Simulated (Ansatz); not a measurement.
A made-up structure of CH₂BMg, doublet:

B1  (-0.723, 0.173, -0.458)
C2  (0.311, 0.519, 0.310)
Mg3  (0.986, -1.511, 0.382)
H4  (-1.585, -0.267, -1.128)
H5  (1.437, -2.811, 1.415)
(Å)

It is relaxed with PBE-D4/def2-SVP and then PBE0-D4/def2-TZVP (Ansatz 0.2.0). Atoms count as bonded within 1.22 times the sum of their covalent radii (H–H: 0.88 Å). The end point is not checked to be a true minimum.

(1) Does its bonding change? (A judgement: the text doesn't fix the answer.)

Results:

(1) Computed: Yes. Formed: none; broken: B1–Mg3.

Where it ends: The first stage lowers the energy by 0.86 eV in 11 steps. It ends as CH₂BMg ([BH][C][MgH]):
B1  (-1.037, 0.240, -0.750)
C2  (-0.150, -0.564, -0.074)
Mg3  (1.158, -1.754, 0.920)
H4  (-1.796, 0.929, -1.327)
H5  (2.252, -2.748, 1.751)
(Å)

Labels in which every atom is bracketed show which atoms are joined, not bond orders.

For scale, one of the runs: PBE0-D4/def2-TZVP relaxation, 106 basis functions, launched by `ansatz run in.yaml --threads 2 --pin off --events-out ev --progress --plain --max-ram 4352MiB`. The run took about 3.3 min on 2 CPU threads of an Arm Neoverse V2 (shared host).
